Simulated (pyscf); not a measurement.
`[CH3][Cl]` + `[CH3][SiH2]` [doublet] → `[CH3][SiH2][CH3]` + `[Cl]` [doublet], a substitution at C (doublet surface; C–Cl broken, C–Si formed). PySCF, gas phase, ωB97X-D3(BJ)/def2-SVP geometries. Energies in eV from the separated reactants.

Small-basis levels: PySCF, no dispersion term, spherical d functions. Open shells are spin-unrestricted. 

```json
[
 {"level": "HF/3-21G", "barrier": "0.79", "reaction energy": "-1.07"},
 {"level": "HF/6-31G*", "barrier": "1.34", "reaction energy": "-0.63"},
 {"level": "SVWN5/6-31G*", "barrier": "0.26", "reaction energy": "+0.13"},
 {"level": "BP86/6-31G*", "barrier": "0.53", "reaction energy": "0.00"},
 {"level": "PBE/6-31G*", "barrier": "0.50", "reaction energy": "+0.01"},
 {"level": "B3LYP/STO-3G", "barrier": "0.41", "reaction energy": "-1.14"},
 {"level": "B3LYP/6-31G*", "barrier": "0.70", "reaction energy": "-0.19"},
 {"level": "M06-2X/6-31G*", "barrier": "0.75", "reaction energy": "-0.18"},
 {"level": "B3LYP/6-311+G**", "barrier": "0.65", "reaction energy": "-0.23"},
 {"level": "ωB97M-D3(BJ)/def2-TZVP", "barrier": "0.70", "reaction energy": "-0.33"}
]
```

Against the last row the barrier runs from -0.44 (SVWN5/6-31G*) to +0.64 eV (HF/6-31G*). ωB97M-D3(BJ)/def2-TZVP has limits of its own. One saddle was located; it need not be the lowest between these sides. The angle at the attacked C is 178°. Left out: the spin-orbit lowering of Cl.
